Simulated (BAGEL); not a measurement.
# HF/def2-TZVP (density fitting with qzvpp-jkfit) run of CH4Si (SMILES C[SiH])

What is the energy change on altering one bond length of CH4Si at HF/def2-TZVP (density fitting with qzvpp-jkfit)? 

The results are computed with BAGEL 1.2.2.

2 further runs of the same task are left out: 2 set aside as unsound or not needed.

### Step 1. The system as given

CH4Si: 6 atoms, total charge 0, spin state singlet. As SMILES, `C[SiH]`. The coordinates come from a PBE0-D4/def2-TZVP relaxation.

Bond lengths: C1–Si2 1.892 Å, C1–H3 1.098 Å, C1–H4 1.091 Å, C1–H5 1.098 Å, Si2–H6 1.531 Å. Angles: C1–Si2–H6 94.2°, Si2–C1–H3 109.7°, Si2–C1–H4 113.8°, Si2–C1–H5 109.5°, H3–C1–H4 109.0°, H3–C1–H5 105.5°, H4–C1–H5 109.0°.

### Step 2. The energy at HF/def2-TZVP (density fitting with qzvpp-jkfit)

Input file hf.json:

```json
{ "bagel" : [

{
  "title" : "molecule",
  "basis" : "def2-tzvp.json",
  "df_basis" : "qzvpp-jkfit",
  "angstrom" : true,
  "geometry" : [
    { "atom" : "C", "xyz" : [      -0.093500,      -0.366000,      -0.370300 ] },
    { "atom" : "Si", "xyz" : [       0.917300,       0.209800,       1.122300 ] },
    { "atom" : "H", "xyz" : [      -1.156900,      -0.410100,      -0.102200 ] },
    { "atom" : "H", "xyz" : [       0.215000,      -1.335600,      -0.763000 ] },
    { "atom" : "H", "xyz" : [      -0.024000,       0.382000,      -1.170800 ] },
    { "atom" : "H", "xyz" : [       0.142200,       1.520000,       1.284000 ] }
  ]
},

{
  "title" : "hf"
},

{
  "title" : "print",
  "file" : "orbitals.molden",
  "orbitals" : true
}

]}
```

The basis set def2-TZVP is read from a file made from the Basis Set Exchange's data (not shown).

Launch:

```sh
$ BAGEL_NUM_THREADS=1 BAGEL hf.json > hf.out
```

The program printed:

```text
* using 1 threads per process

  ===============================================================
  ===============================================================

  *** Geometry ***

  { "atom" : "C", "xyz" : [     -0.176689,     -0.691640,     -0.699766 ] },
  { "atom" : "Si", "xyz" : [      1.733446,      0.396465,      2.120840 ] },
  { "atom" : "H", "xyz" : [     -2.186224,     -0.774977,     -0.193130 ] },
  { "atom" : "H", "xyz" : [      0.406291,     -2.523918,     -1.441861 ] },
  { "atom" : "H", "xyz" : [     -0.045353,      0.721875,     -2.212491 ] },
  { "atom" : "H", "xyz" : [      0.268719,      2.872384,      2.426408 ] },

  Number of auxiliary basis functions:      275

  Since a DF basis is specified, we compute 2- and 3-index integrals:
    o Being stored without compression. Storage requirement is 0.019 GB

  Number of basis functions:       92
  Number of electrons      :       24

    * METHOD: MOLECULE                             0.08

  *** RHF ***

  === Nuclear Repulsion ===
    48.6036936582

      * DIIS with orbital gradients will be used.

  === RHF iteration (def2-tzvp.json) ===
      0       -328.96441370          0.02033652           0.02
      1       -329.05974646          0.00987597           0.02
      2       -329.08574681          0.00167009           0.02
      3       -329.08734024          0.00024088           0.02
      4       -329.08738756          0.00006023           0.02
      5       -329.08739001          0.00001618           0.02
      6       -329.08739017          0.00000442           0.02
      7       -329.08739019          0.00000108           0.02
      8       -329.08739019          0.00000029           0.02
      9       -329.08739019          0.00000011           0.02
     10       -329.08739019          0.00000003           0.02
     11       -329.08739019          0.00000001           0.02
    * SCF iteration converged.

    * Permanent dipole moment:
           (    0.281545,     0.046250,     0.330336) a.u.

    * METHOD: HF                                   0.27

    * METHOD: PRINT                                0.01

  ===============================================================
```

Wall time 0.54 s (1 thread of Arm Neoverse V2, shared host).

### Step 3. The distorted shape, same level

Input file hf.json:

```json
{ "bagel" : [

{
  "title" : "molecule",
  "basis" : "def2-tzvp.json",
  "df_basis" : "qzvpp-jkfit",
  "angstrom" : true,
  "geometry" : [
    { "atom" : "C", "xyz" : [       1.182545,      -0.313081,      -0.692011 ] },
    { "atom" : "Si", "xyz" : [       2.193345,       0.262719,       0.800589 ] },
    { "atom" : "H", "xyz" : [      -1.156900,      -0.410100,      -0.102200 ] },
    { "atom" : "H", "xyz" : [       1.491045,      -1.282681,      -1.084711 ] },
    { "atom" : "H", "xyz" : [       1.252045,       0.434919,      -1.492511 ] },
    { "atom" : "H", "xyz" : [       1.418245,       1.572919,       0.962289 ] }
  ]
},

{ "title" : "hf" },

{ "title" : "print", "file" : "orbitals.molden", "orbitals" : true }

]}
```

The basis set def2-TZVP is read from a file made from the Basis Set Exchange's data (not shown).

Launch:

```sh
$ BAGEL_NUM_THREADS=1 BAGEL hf.json > hf.out
```

The program printed:

```text
* using 1 threads per process

  ===============================================================
  ===============================================================

  *** Geometry ***

  { "atom" : "C", "xyz" : [      2.234686,     -0.591637,     -1.307711 ] },
  { "atom" : "Si", "xyz" : [      4.144821,      0.496467,      1.512894 ] },
  { "atom" : "H", "xyz" : [     -2.186224,     -0.774977,     -0.193130 ] },
  { "atom" : "H", "xyz" : [      2.817667,     -2.423916,     -2.049807 ] },
  { "atom" : "H", "xyz" : [      2.366022,      0.821878,     -2.820437 ] },
  { "atom" : "H", "xyz" : [      2.680095,      2.972386,      1.818463 ] },

  Number of auxiliary basis functions:      275

  Since a DF basis is specified, we compute 2- and 3-index integrals:
    o Being stored without compression. Storage requirement is 0.019 GB

  Number of basis functions:       92
  Number of electrons      :       24

    * METHOD: MOLECULE                             0.07

  *** RHF ***

  === Nuclear Repulsion ===
    45.8637882137

      * DIIS with orbital gradients will be used.

  === RHF iteration (def2-tzvp.json) ===
      0       -328.71048569          0.02109722           0.02
      1       -328.79512621          0.01761055           0.02
      2       -328.88855589          0.00236604           0.02
      3       -328.89307935          0.00053647           0.02
      4       -328.89343577          0.00022902           0.02
      5       -328.89350195          0.00008129           0.02
      6       -328.89351273          0.00003335           0.02
      7       -328.89351453          0.00001670           0.02
      8       -328.89351499          0.00000759           0.02
      9       -328.89351506          0.00000303           0.02
     10       -328.89351507          0.00000114           0.02
     11       -328.89351507          0.00000042           0.02
     12       -328.89351507          0.00000018           0.02
     13       -328.89351507          0.00000007           0.02
     14       -328.89351507          0.00000004           0.02
     15       -328.89351507          0.00000002           0.02
     16       -328.89351507          0.00000001           0.02
    * SCF iteration converged.

    * Permanent dipole moment:
           (   -0.676656,    -0.094262,     0.307434) a.u.

    * METHOD: HF                                   0.36

    * METHOD: PRINT                                0.01

  ===============================================================
```

It took 0.6 s on 1 thread of Arm Neoverse V2, shared host.

### Step 4. Outcome

At HF/def2-TZVP (density fitting with qzvpp-jkfit):

| quantity | value |
| --- | --- |
| first shape: total energy | -329.08739 Eh |
| first shape: dipole moment | 1.11 D |
| first shape: HOMO energy | -8.66 eV |
| first shape: LUMO energy | 0.68 eV |
| first shape: HOMO–LUMO gap | 9.34 eV |
| distorted shape: total energy | -328.89352 Eh |
| distorted shape: dipole moment | 1.90 D |
| distorted shape: HOMO energy | -8.52 eV |
| distorted shape: LUMO energy | -0.82 eV |
| distorted shape: HOMO–LUMO gap | 7.70 eV |
| energy change with the C1–H3 bond stretched from 1.098 to 2.415 Å | 5.276 eV |

One bond (distorted shape) is far stretched, which a spin-restricted single reference describes badly; a broken-symmetry solution may lie lower. With the C1–H3 bond stretched from 1.098 to 2.415 Å the energy rises by 5.28 eV (122 kcal/mol). The first shape isn't relaxed at this level, so the change isn't measured from a minimum. A restricted reference can't describe the breaking bond well at this length.
